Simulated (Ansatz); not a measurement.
Input (CCSDT(Q)/cc-pVDZ; Ansatz, an electronic-structure program):

Ansatz 0.2 input:
```yaml
crystal:
  periodic: [false, false, false]
  atoms:
    - {symbol: O, position_ang: [0.33202247, 1.26333196, 0.22164393]}
    - {symbol: C, position_ang: [0.04689931, 0.01703973, 0.00188739]}
    - {symbol: N, position_ang: [0.96756785, -0.88784036, -0.18696651]}
    - {symbol: C, position_ang: [-1.39460548, -0.30999387, -0.02027045]}
    - {symbol: H, position_ang: [0.70599865, -1.84972292, -0.35549507]}
    - {symbol: H, position_ang: [-1.87846757, 0.29343206, -0.79149718]}
    - {symbol: H, position_ang: [-1.57306340, -1.36514710, -0.20795893]}
    - {symbol: H, position_ang: [-1.83354800, -0.02170944, 0.93746521]}
    - {symbol: H, position_ang: [1.95893566, -0.68158915, -0.17512907]}
    - {symbol: H, position_ang: [1.27722702, 1.49068825, 0.23852759]}
basis:
  gaussian:
    orbitals: cc-pVDZ
total_charge: 1
magnetization: {spin_polarized: false}
correlation: {method: ccsdt_q, electrons: outside_noble_gas}
```

Output:

```
Functional definition: HF
integrals: 0.11 GiB planned
1662 factors; integrals over basis functions are off by at most 2.1e-7 eV
mean field: 0.32 GiB planned
mean field evaluation 1: about -5664.9381 eV, gradient 4.6e1 eV
mean field evaluation 2: about -5664.9395 eV, gradient 4.6e1 eV
mean field evaluation 4: about -5669.3722 eV, gradient 3.8e0 eV
mean field evaluation 8: about -5669.4146 eV, gradient 2.1e-4 eV
mean field evaluation 16: about -5669.4120 eV, gradient 2.3e-1 eV
mean field -5669.41459403 eV, -208.3471434633 hartree, gradient 3.0e-6 eV, S^2 0.000000; 0 other end points of the search recorded, 0 dependent functions left out
4 core orbitals not correlated
reference -5669.41459403 eV, -208.3471434633 hartree; 12, 12 occupied and 70, 70 virtual orbitals, 1662 factors
second order -16.74085615 eV of doubles, -0.00000000 eV of singles
coupled cluster: 4.03 GiB planned
cycle   1  -17.21973674 eV  change   -4.8e-1 eV  update   1.1e-1
cycle   2  -17.92161733 eV  change   -7.0e-1 eV  update   4.9e-2
cycle   3  -18.34268381 eV  change   -4.2e-1 eV  update   2.4e-2
cycle   4  -18.29923767 eV  change    4.3e-2 eV  update   7.6e-3
cycle   5  -18.27611931 eV  change    2.3e-2 eV  update   3.8e-3
cycle   6  -18.28139363 eV  change   -5.3e-3 eV  update   1.5e-3
cycle   7  -18.28317817 eV  change   -1.8e-3 eV  update   4.6e-4
cycle   8  -18.28293005 eV  change    2.5e-4 eV  update   2.1e-4
cycle   9  -18.28278123 eV  change    1.5e-4 eV  update   8.6e-5
cycle  10  -18.28294809 eV  change   -1.7e-4 eV  update   4.1e-5
cycle  11  -18.28280061 eV  change    1.5e-4 eV  update   1.8e-5
cycle  12  -18.28281902 eV  change   -1.8e-5 eV  update   5.4e-6
cycle  13  -18.28282346 eV  change   -4.4e-6 eV  update   2.7e-6
cycle  14  -18.28282421 eV  change   -7.5e-7 eV  update   1.2e-6
perturbative correction -0.04144520 eV, -0.0015230831 hartree
Total energy: -5687.73886344 eV, -209.0205479436 hartree
```
